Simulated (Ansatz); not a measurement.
Consider the isomerisation: `OC1(O)CC1F` → `CC1(F)OCO1`.

Calculated with Ansatz (gas phase, PBE0-D4/def2-TZVP geometries, no zero-point term in ΔE). CCSD(T)/CBS adds triple-zeta CCSD(T) − MP2 to the extrapolated MP2 energy (def2 sets, frozen cores). Each species was taken in one conformer, which may not be the lowest.

```tsv
species	HF/def2-QZVPP energy (Eh)
`OC1(O)CC1F`	-365.79939
`CC1(F)OCO1`	-365.82611
```

Q: Work out ΔE.

A: ΔE = (-365.82611) − (-365.79939) = -0.02672 Eh = -0.73 eV. CCSD(T)/CBS gives -0.53 eV.

Largest T1 diagnostic among the species: 0.012.

In def2-TZVPP, CCSD(T) changes the Hartree–Fock value by +0.14 eV (the triples alone add −0.00 eV) and MP2 by +0.21 eV.
